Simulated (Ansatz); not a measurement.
**SiNO (sextet): the correlation ladder, cc-pVDZ**

An exercise on one series of results from a longer session: the logs are not shown, and one member is left open.

Method: cc-pVDZ, core rule «outside noble gas», up to 7 orbitals frozen; program: Ansatz 0.2.0, Gaussian basis.

To be run: UHF; CCSD(T) on ROHF; CCSD(T) on UHF; BCCD(T) on ROHF; CISD as a restricted active space (open shells left free, so some higher excitations enter); CCSDT(Q) on ROHF; CCSDT(Q) on UHF.

35 further runs of the same task are left out: 11 for a known fault of the program, 10 that didn't finish, 14 set aside as unsound or not needed. Runs told in other sessions of the task aren't counted.

## The system

The geometry is a PBE0/def2-TZVP stationary point (not a proven minimum) of the parent state, kept for this charge and spin.

3 atoms, charge 0, spin multiplicity 6.

Atoms are counted from 1 here; the program's logs count them from 0.

Bond lengths: N1–O2 1.289 Å, O2–Si3 1.710 Å. Angles: N1–O2–Si3 128.1°.

The first run:

in.yaml reads:

```yaml
crystal:
  periodic: [false, false, false]
  atoms:
    - {symbol: N, position_ang: [0.000000, -0.294753, 1.597255]}
    - {symbol: O, position_ang: [0.000000, 0.427443, 0.529787]}
    - {symbol: Si, position_ang: [0.000000, -0.096502, -1.098380]}
basis:
  gaussian: {orbitals: cc-pVDZ}
magnetization: {spin_polarized: true, initial_magnetization: 5}
hamiltonian: {xc: hf}
output: {orbitals: {seedname: orbitals}}
```

The run is started by

```console
ansatz run in.yaml --threads 1 --pin off --events-out ev --progress --plain --max-ram 2393MiB
```

Steps of the session up to this table: UHF; CCSD(T) on ROHF; CCSD(T) on UHF; BCCD(T) on ROHF; CISD as a restricted active space (open shells left free, so some higher excitations enter); CCSDT(Q) on ROHF; CCSDT(Q) on UHF.

One of the session's tables, all rows but one given; the rest of the session is left out.

It belongs to the step «Misses and costs». 

| method | from UCCSDT(Q) (kJ/mol) |
| --- | --- |
| ROHF | ? |
| UHF | +912.9 |
| RMP2 | +85.9 |
| UMP2 | +89.0 |
| CISD | +98.6 |
| RCCSD | +30.3 |
| UCCSD | +29.6 |
| RCCSD(T) | +4.9 |
| UCCSD(T) | +4.9 |
| BCCD(T) | +4.6 |
| RCCSDT | +2.7 |
| UCCSDT | +2.5 |
| RCCSDT(Q) | +0.5 |
| UCCSDT(Q) | 0 |

**Question.** Estimate the row for ROHF.

The run gave: from UCCSDT(Q) (kJ/mol): +942.2. In the column «from UCCSDT(Q) (kJ/mol)» it is the highest.

To keep in mind: Restricted and unrestricted rows rest on different reference determinants; a gap between their highest levels can come from leftover correlation error, from unlike frozen cores or from another state.
